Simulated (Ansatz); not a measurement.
fcc Au was calculated with r²SCAN in Ansatz (PAW).

Settings: plane-wave cutoff 500 eV, 14×18×1 k mesh (along the axes of the cell as run), Fermi–Dirac smearing 0.1 eV, scalar-relativistic PAW data made under PBE.

Task: Predict the surface energy of the (110) face and work function of the (110) face.

Result: 
- surface energy of the (110) face = 1.10 J/m²
- work function of the (110) face = 4.99 eV

The slab of 12 atoms is relaxed and unreconstructed.

Spin–orbit coupling is not included; it can shift volumes and moduli of such heavy elements.

Computed values are for the static lattice.

Computing time: about 40 core-minutes (a rough figure).

Ansatz is a program for electronic structure.
